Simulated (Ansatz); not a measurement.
# C3H7FO: a ladder of functionals and wavefunction methods

The task here is to estimate one member of a computed series from the others.

Method: functionals in def2-TZVPP, the program's frozen cores in correlated methods; program: Ansatz 0.2.0, Gaussian basis.

The runs, in order: LDA (SPW92), PBE-D4, revPBE-D4, BLYP-D4, r2SCAN-D4, B97M-V, PBE0-D4, B3LYP-D4, r2SCANh-D4, r2SCAN0-D4, HSE06-D4, BHLYP-D4, CAM-B3LYP-D4, LC-ωPBE, ωB97X-V, ωB97M-V, B2PLYP, PBE-QIDH; CCSD(T)/def2-SVP; CCSD(T)/def2-TZVPP; MP2/def2-QZVPP; extrapolation to the limit; RPA on PBE.

## The geometry

The geometry comes from an earlier relaxation with PBE0-D4 in a triple-zeta def2 set; it is a stationary point, not always the lowest conformer.

SMILES `COCCF`, 12 atoms, charge 0, spin multiplicity 1.

Atoms are counted from 1 here; the program's logs count them from 0.

Bond lengths: C1–O2 1.408 Å, C1–H6 1.090 Å, C1–H7 1.098 Å, C1–H8 1.094 Å, O2–C3 1.400 Å, C3–C4 1.507 Å, C3–H9 1.101 Å, C3–H10 1.095 Å, C4–F5 1.386 Å, C4–H11 1.094 Å, C4–H12 1.095 Å. Angles: O2–C1–H6 106.9°, O2–C1–H7 111.0°, O2–C1–H8 112.3°, H6–C1–H7 108.8°, H6–C1–H8 109.2°, H7–C1–H8 108.4°, C1–O2–C3 114.6°, O2–C3–C4 114.7°, O2–C3–H9 111.0°, O2–C3–H10 106.4°, C4–C3–H9 109.2°, C4–C3–H10 107.5°, H9–C3–H10 107.8°, C3–C4–F5 111.5°, C3–C4–H11 110.5°, C3–C4–H12 109.9°, F5–C4–H11 107.8°, F5–C4–H12 107.6° and more.

Set-up of the first run:

File in.yaml:

```yaml
crystal:
  periodic: [false, false, false]
  atoms:
    - {symbol: C, position_ang: [-0.933752, 1.106399, 0.839496]}
    - {symbol: O, position_ang: [0.040190, 0.141833, 1.160064]}
    - {symbol: C, position_ang: [0.897774, -0.193079, 0.105218]}
    - {symbol: C, position_ang: [0.318246, -1.162306, -0.892572]}
    - {symbol: F, position_ang: [-0.607779, -0.546390, -1.720340]}
    - {symbol: H, position_ang: [-1.426006, 1.381525, 1.772615]}
    - {symbol: H, position_ang: [-0.472356, 2.002953, 0.403909]}
    - {symbol: H, position_ang: [-1.680923, 0.725199, 0.136569]}
    - {symbol: H, position_ang: [1.242669, 0.708489, -0.423452]}
    - {symbol: H, position_ang: [1.772436, -0.671631, 0.558149]}
    - {symbol: H, position_ang: [-0.188117, -1.984028, -0.377694]}
    - {symbol: H, position_ang: [1.114617, -1.564266, -1.527963]}
basis:
  gaussian: {orbitals: def2-TZVPP}
hamiltonian: {xc: lda}
output: {orbitals: {seedname: orbitals}}
```

Started as:

```sh
$ ansatz run in.yaml --threads 4 --pin off --events-out ev --progress --plain --max-ram 10444MiB
```

Among the steps run: LDA; PBE-D4 (GGA); revPBE-D4 (GGA); BLYP-D4 (GGA); r2SCAN-D4 (meta-GGA); B97M-V (meta-GGA); PBE0-D4 (hybrid); B3LYP-D4 (hybrid); r2SCANh-D4 (hybrid); r2SCAN0-D4 (hybrid); HSE06-D4 (hybrid); BHLYP-D4 (hybrid); CAM-B3LYP-D4 (range-separated); LC-ωPBE (range-separated); ωB97X-V (range-separated); ωB97M-V (range-separated); B2PLYP (double hybrid); PBE-QIDH (double hybrid).

One table of the session follows, with a row left open; its other results are not shown here.

It belongs to the step «Orbital energies across the functionals». 

```
  functional  HOMO (eV)  LUMO (eV)  gap (eV)
 LDA (SPW92)      -6.01       0.47      6.48
      PBE-D4          ?          ?         ?
   revPBE-D4      -5.83       0.74      6.58
     BLYP-D4      -5.83       0.63      6.46
   r2SCAN-D4      -6.21       1.38      7.58
      B97M-V      -6.40       0.84      7.23
     PBE0-D4      -7.49       1.51      9.00
    B3LYP-D4      -7.27       1.14      8.41
  r2SCANh-D4      -6.81       1.65      8.46
  r2SCAN0-D4      -7.72       2.03      9.75
    HSE06-D4      -7.08       1.14      8.22
    BHLYP-D4      -9.08       2.11     11.19
CAM-B3LYP-D4      -8.96       2.27     11.23
     LC-ωPBE     -10.25       3.60     13.85
     ωB97X-V      -9.96       3.41     13.36
     ωB97M-V      -9.90       2.98     12.88
```

**Question.** Estimate the row for PBE-D4.

**Answer.** HOMO (eV): -5.89; LUMO (eV): 0.66; gap (eV): 6.55. In the column «HOMO (eV)» it lies between LDA (SPW92) (-6.01) and revPBE-D4 (-5.83).
